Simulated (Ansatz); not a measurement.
# C5H10O: one species, many methods

An exercise on one series of results from a longer session: the logs are not shown, and one member is left open.

The runs use Ansatz 0.2.0, Gaussian basis; functionals in def2-TZVPP, the program's frozen cores in correlated methods.

Plan: PBE-D4, r2SCAN-D4, PBE0-D4, B3LYP-D4, ωB97X-V, ωB97M-V, B2PLYP; CCSD(T)/def2-TZVPP; MP2/def2-QZVPP; extrapolation to the limit.

### Structure used throughout

All runs share one geometry, relaxed beforehand with PBE0-D4 in a triple-zeta def2 set.

SMILES `C=COCCC`, 16 atoms, charge 0, spin multiplicity 1.

Atoms are counted from 1 here; the program's logs count them from 0.

Bond lengths: C1–C2 1.330 Å, C1–H7 1.081 Å, C1–H8 1.081 Å, C2–O3 1.343 Å, C2–H9 1.085 Å, O3–C4 1.413 Å, C4–C5 1.509 Å, C4–H10 1.099 Å, C4–H11 1.099 Å, C5–C6 1.519 Å, C5–H12 1.094 Å, C5–H13 1.094 Å, C6–H14 1.091 Å, C6–H15 1.093 Å, C6–H16 1.093 Å. Angles: C2–C1–H7 123.6°, C2–C1–H8 118.6°, H7–C1–H8 117.8°, C1–C2–O3 128.2°, C1–C2–H9 121.6°, O3–C2–H9 110.2°, C2–O3–C4 116.8°, O3–C4–C5 108.6°, O3–C4–H10 109.5°, O3–C4–H11 109.5°, C5–C4–H10 110.8°, C5–C4–H11 110.8°, H10–C4–H11 107.5°, C4–C5–C6 111.7°, C4–C5–H12 108.8°, C4–C5–H13 108.8°, C6–C5–H12 110.4°, C6–C5–H13 110.4° and more.

Set-up of the first run:

File in.yaml:

```yaml
crystal:
  periodic: [false, false, false]
  atoms:
    - {symbol: C, position_ang: [-1.388495, -0.982823, 2.229437]}
    - {symbol: C, position_ang: [-0.738807, 0.177902, 2.220342]}
    - {symbol: O, position_ang: [-0.048214, 0.734522, 1.211798]}
    - {symbol: C, position_ang: [0.005810, 0.009982, -0.000447]}
    - {symbol: C, position_ang: [0.819316, 0.797993, -0.997425]}
    - {symbol: C, position_ang: [0.924174, 0.078564, -2.330678]}
    - {symbol: H, position_ang: [-1.437407, -1.647814, 1.378409]}
    - {symbol: H, position_ang: [-1.897835, -1.284135, 3.133951]}
    - {symbol: H, position_ang: [-0.710464, 0.821054, 3.093817]}
    - {symbol: H, position_ang: [-1.013909, -0.157260, -0.373319]}
    - {symbol: H, position_ang: [0.457402, -0.974910, 0.180923]}
    - {symbol: H, position_ang: [1.815108, 0.972525, -0.579401]}
    - {symbol: H, position_ang: [0.357419, 1.780781, -1.130065]}
    - {symbol: H, position_ang: [1.513590, 0.657258, -3.043957]}
    - {symbol: H, position_ang: [-0.062038, -0.086049, -2.773379]}
    - {symbol: H, position_ang: [1.404360, -0.897580, -2.220006]}
basis:
  gaussian: {orbitals: def2-TZVPP}
hamiltonian: {xc: pbe, dispersion: d4}
output: {forces: true, orbitals: {seedname: orbitals}}
```

The run is started by

```sh
$ ansatz run in.yaml --threads 2 --pin off --events-out ev --progress --plain --max-ram 32768MiB --backend cuda --devices 0, --max-vram 18GiB
```

Among the steps run: PBE-D4 (GGA); r2SCAN-D4 (meta-GGA); PBE0-D4 (hybrid); B3LYP-D4 (hybrid); ωB97X-V (range-separated); ωB97M-V (range-separated); B2PLYP (double hybrid); CCSD(T) in def2-TZVPP; MP2 in def2-QZVPP.

One table of the session follows, with a row left open; its other results are not shown here.

It belongs to the step «Atomisation energies». 

| method | atomisation energy (eV) |
| --- | --- |
| PBE-D4 | 68.561 |
| r2SCAN-D4 | 67.199 |
| PBE0-D4 | 67.455 |
| B3LYP-D4 | 67.072 |
| ωB97X-V | ? |
| ωB97M-V | 67.168 |
| B2PLYP | 66.411 |
| HF/def2-TZVPP | 49.658 |
| MP2/def2-TZVPP | 66.346 |
| CCSD/def2-TZVPP | 64.543 |
| CCSD(T)/def2-TZVPP | 65.461 |
| MP2/CBS | 67.834 |
| CCSD(T)/CBS | 66.949 |

**Question.** Estimate the row for ωB97X-V.

As computed: atomisation energy (eV): 67.035. In the column «atomisation energy (eV)» it lies between CCSD(T)/CBS (66.949) and B3LYP-D4 (67.072).
